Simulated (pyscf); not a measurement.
Optimised with ωB97X-D3(BJ)/def2-SVP in PySCF.

Question: Estimate the classical barrier height and the reaction energy of HO–B(OH)–OH + CH₄ → H₂O + H₃C–B(OH)–OH at PBE/def2-TZVP. The step runs on the singlet surface, breaks B–O, C–H and forms H–O, B–C; take the separated reactants as zero.

Answer: ΔE‡ = 61.2 kcal/mol, ΔE = +29.7 kcal/mol. ωB97M-D3(BJ)/def2-TZVP gives 66.7 kcal/mol and +30.7 kcal/mol. Zero-point energy shifts the barrier by -1.8 kcal/mol. It is a four-centre exchange, with an imaginary mode of 1444i cm⁻¹. On the product side the descent ends in a complex, 4.2 kcal/mol under the separated species and 41.1 kcal/mol under the saddle at ωB97X-D3(BJ)/def2-TZVP. The products may also form a dative adduct at H₃C–B(OH)–OH; it and routes through it were not searched. This is the saddle that the search found; another between the same sides may lie lower.
